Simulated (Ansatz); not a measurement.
Cost and result for the atomization energy of `CCOCC#N` (13 atoms, 12 bonds).

```tsv
atom	x (Å)	y (Å)	z (Å)
C1	1.6021	0.3594	0.6384
C2	0.2360	1.0025	0.5318
O3	-0.5142	0.5666	-0.5871
C4	-0.9792	-0.7437	-0.4632
C5	-1.8964	-1.0360	-1.5599
N6	-2.6210	-1.3001	-2.4106
H7	2.1622	0.8194	1.4558
H8	2.1651	0.5025	-0.2860
H9	1.5438	-0.7112	0.8473
H10	-0.3447	0.8353	1.4509
H11	0.3350	2.0808	0.3961
H12	-0.1685	-1.4843	-0.4978
H13	-1.5202	-0.8911	0.4843
```

Total charge 0; spin multiplicity 1. Geometry: relaxed with PBE0-D4/def2-TZVP. It is a higher conformer; a search finds a lower one. Program: Ansatz. All runs use 4 threads of an Arm Neoverse V2 on a shared host. Times are those of one run each, without the atoms' runs, and a repeat can differ threefold. Electronic energies, without spin–orbit coupling; frozen cores. CCSD(T)/CBS adds CCSD(T) − MP2 in def2-TZVPP to the MP2 limit, and its time is that of the two runs behind it. T1 = 0.012. B3LYP takes the VWN-RPA correlation (the form of Gaussian; ORCA's B3LYP/G).

CCSD(T)/CBS is a level of theory with its own doubt, some kJ/mol a heavy atom from the limit and from the frozen cores, so smaller differences don't rank the functionals.

```csv
level,functions,wall time
LDA (SPW92)/def2-TZVPP,284,1.4 s
revPBE-D4/def2-TZVPP,284,2.2 s
BHLYP-D4/def2-TZVPP,284,3.3 s
r2SCAN-D4/def2-TZVPP (with forces),284,5.5 s
B3LYP-D4/def2-TZVPP (with forces),284,5.5 s
r2SCANh-D4/def2-TZVPP,284,6 s
ωB97X-V/def2-TZVPP,284,8 s
B97M-V/def2-TZVPP,284,11 s
CCSD(T)/def2-SVP,119,11 s
ωB97M-V/def2-TZVPP (with forces),284,12 s
MP2/def2-QZVPP,552,34 s
CCSD(T)/def2-TZVPP,284,5.7 min
CCSD(T)/CBS(def2),–,6.2 min
```

Q: What atomization energy does each give, and how far from CCSD(T)/CBS? (An estimate is asked.)

A: Computed: 
```tsv
level	atomization (kcal/mol)	difference from CCSD(T)/CBS	per bond
LDA (SPW92)/def2-TZVPP	1489.5	202.9	16.9
revPBE-D4/def2-TZVPP	1293.1	6.5	0.5
BHLYP-D4/def2-TZVPP	1242.8	-43.8	-3.7
r2SCAN-D4/def2-TZVPP (with forces)	1288.3	1.7	0.1
B3LYP-D4/def2-TZVPP (with forces)	1290.4	3.8	0.3
r2SCANh-D4/def2-TZVPP	1278.4	-8.2	-0.7
ωB97X-V/def2-TZVPP	1290.7	4.1	0.3
B97M-V/def2-TZVPP	1287.6	1.0	0.1
CCSD(T)/def2-SVP	1230.1	-56.5	-4.7
ωB97M-V/def2-TZVPP (with forces)	1292.9	6.3	0.5
MP2/def2-QZVPP	1301.0	14.4	1.2
CCSD(T)/def2-TZVPP	1254.3	-32.3	-2.7
CCSD(T)/CBS(def2)	1286.6	0.0	0.0
```

From PBE to PBE0 (25 % exact exchange), in def2-TZVPP and without D4, the atomization energy moves by −31.3 kcal/mol: exact exchange takes away binding that semilocal exchange gives to molecules. In def2-TZVPP, CCSD(T) changes the Hartree–Fock value by +340.2 kcal/mol (the triples alone add +22.2 kcal/mol) and MP2 by +367.8 kcal/mol; breaking electron pairs costs correlation energy, which Hartree–Fock lacks. At CCSD(T), def2-SVP lies −56.5 kcal/mol from the extrapolated value and def2-TZVPP −32.3 kcal/mol: correlation converges slowly with the basis, and small sets miss more of it in the bonded molecule than in its fragments.
